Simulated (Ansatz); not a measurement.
**singlet MgS: levels of theory in one basis**

```yaml
atoms:
  - { symbol: Mg, position_ang: [0.0000, 0.0000, 0.0000] }
  - { symbol: S, position_ang: [0.0000, 0.0000, 2.1430] }
```

Basis set: def2-SVP (spherical functions). Frozen core: 6 orbitals. Charge 0, multiplicity 1.

Computed with Ansatz (development build ahead of 0.2.0); each method stands on the lowest determinant of its kind that the runs found.

```tsv
method	E − E(RHF) (eV)	<S²> of the determinant
RHF	0.00	–
UHF	-0.81	1.01
RHF-MP2	-4.51	–
RHF-CCSD(T)	-5.13	–
```

(1) What does RHF-CCSDT(Q) give on the same scale?

(2) Is a single determinant a sound starting point here?

Answers

(1) -5.19 eV.

(2) It is doubtful. Unrestricted orbitals lower Hartree–Fock by 0.81 eV and <S²> is 1.01 where a pure state has 0.00, a sign of strong static correlation.

Caution for RHF, RHF-MP2, RHF-CCSD(T), RHF-CCSDT(Q): an unrestricted determinant lies well below. Caution for UHF: the unrestricted determinant is a mixture of spin states.
